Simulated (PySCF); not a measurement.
## CF₄: double against triple zeta

Base calculation in PySCF with density fitting and no spin–orbit coupling, B3LYP/def2-SVP (no relativity): singlet, Td, C–F 1.323 Å (×4); wavenumbers 436 (×2), 630 (×3), 917, 1305 (×3) cm⁻¹; gap between the highest occupied and lowest empty levels 16.67 eV, polar-tensor charge of C 2.12 e, atomisation energy (no zero-point energy) 2040 kJ/mol.

**Question.** What changes on going to B3LYP/def2-TZVP (no relativity)?

**Answer.** The point group stays the same. Changes: mean bond to C +0.003 Å, highest wavenumber -55 cm⁻¹, lowest wavenumber -8 cm⁻¹, gap between the highest occupied and lowest empty levels -2.16 eV, polar-tensor charge of C -0.05 e, atomisation energy (no zero-point energy) -79 kJ/mol. The new structure has C–F 1.326 Å (×4), with wavenumbers 428 (×2), 622 (×3), 900, 1250 (×3) cm⁻¹.

The structures come from searches over a few start shapes, so lower isomers are not excluded.
